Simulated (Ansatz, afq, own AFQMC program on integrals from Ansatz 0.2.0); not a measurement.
AFQMC on a folder of integrals that Ansatz 0.2.0 wrote.

```yaml
crystal:
  periodic: [false, false, false]
  atoms:
    - {symbol: Si, position_ang: [-0.484588, 2.208463, 1.076509]}
    - {symbol: Si, position_ang: [-1.596575, 0.264961, 0.420622]}
    - {symbol: H, position_ang: [-1.280564, 3.027041, 2.046268]}
    - {symbol: H, position_ang: [0.811894, 1.834616, 1.719594]}
    - {symbol: H, position_ang: [-0.206907, 3.041643, -0.133139]}
    - {symbol: H, position_ang: [-1.807124, -0.728706, 1.519228]}
    - {symbol: H, position_ang: [-2.879746, 0.502732, -0.311352]}
basis:
  gaussian: {orbitals: def2-SVP}
magnetization: {spin_polarized: true, initial_magnetization: 1}
correlation: {method: ccsd_t, electrons: outside_noble_gas, hamiltonian_folder: ham}
```

```sh
$ ansatz run in.yaml --threads 1 --pin off --events-out ev --progress --plain --max-ram 16896MiB --backend cuda --devices 0, --max-vram 18GiB
```

afq runs on the folder ham with

```
--method free --trial cisd --walkers 4000 --time-step 0.03 --max-blocks 4000 --target-error 0.00025 --factor-cut 1e-05 --seed 676 --times 0,0.21,0.42,0.81,1.2,1.8,2.4,3 --taylor-order 8
```

Times are imaginary, in 1/Eh. The walk had a cap of 86 s.

Output of the walk:

```
orbitals 51  electrons 7 6  factors 399 of 595
reference energy -580.54278182 Eh
CCSD correlation -0.23723003 Eh in 11 cycles, weight of the determinant in the CISD state 0.8719
repeat  energy at the last time / Eh  error
    10  -580.787006  0.000165
    20  -580.787124  0.000109
    30  -580.787085  0.000085
time / (1/Eh)  energy / Eh  error  mean overlap
  0.00  -580.780038  0.000027  1.1471
  0.21  -580.782680  0.000039  1.1453
  0.42  -580.784206  0.000037  1.1444
  0.81  -580.785679  0.000037  1.1440
  1.20  -580.786354  0.000035  1.1449
  1.80  -580.786796  0.000049  1.1464
  2.40  -580.786998  0.000073  1.1450
  3.00  -580.787101  0.000084  1.1445
energy -580.787101 +/- 0.000084 Eh
```

The run failed at least one of its tests; the cautions name the faults.

Against this walk (error 2.3 meV) on the same determinant: CCSD(T) 38.2 meV higher, CCSDT(Q) 0.3 meV lower (within the noise). The error is statistical, and a free projection of finite length keeps a remainder of its start. The last points still move (meV from the last: 38.7 ± 1.0 at 0.81, 20.3 ± 1.0 at 1.20, 8.3 ± 1.3 at 1.80, 2.8 ± 2.0 at 2.40, 0.0 ± 2.3 at 3.00), but the last one has reached CCSDT(Q) within the noise or passed it, so little can be left to fall.

Cautions: remainder of the start not in the error; start not forgotten.

The walk took 82 s on 1 × NVIDIA H100 80GB HBM3 with 2 threads of AMD EPYC 7R13 Processor (Zen 3), with other jobs on the host (the card was shared). The log's last line is the free-projection energy.

CCSDT and higher add their correlation energy to the determinant of the CCSD(T) run, since their own runs factorise the integrals more tightly (a shift of under 2 meV).
